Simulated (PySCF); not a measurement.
Species: C3H3NS.
Numbering: `[CH2:1]=[CH:2][S:3][C:4]#[N:5]` (hydrogens: H6, H7 on C1; H8 on C2)

The geometry is computed with GFN2-xTB (gas phase).

Problem. What internal coordinates does the optimisation give?

Solution. 
```csv
bond,length (Å),order
C1=C2,1.319,double
C2–S3,1.773,single
S3–C4,1.679,single
C4≡N5,1.146,triple
C1–H6,1.077,single
C1–H7,1.076,single
C2–H8,1.079,single
```

Orders are formal, as drawn. A selection of angles:
```csv
angle,degrees
C2–C1–H6,122.6
C2–C1–H7,120.4
H6–C1–H7,117.0
C1–C2–S3,126.6
C1–C2–H8,123.8
S3–C2–H8,109.6
C2–S3–C4,100.5
S3–C4–N5,179.4
```

Dihedral angles: C1–C2–S3–C4 0° (synperiplanar).

The 5 heavy atoms lie in one plane (0.000 Å rms). Of the pairs four or more bonds apart, C4···H6 is among the closest relative to their van der Waals radii: 2.52 Å, 87 % of the sum of Bondi's values. S3 (sulfur bonded to 2 C) is bent (angle 100.5°). The C–S distances run from 1.679 Å (S3–C4, drawn single) to 1.773 Å (C2–S3, drawn single), a spread of 0.094 Å.

Point group: Cs (every atom within 0.08 Å of its image). No frequency check. The numbers are those of one conformer.
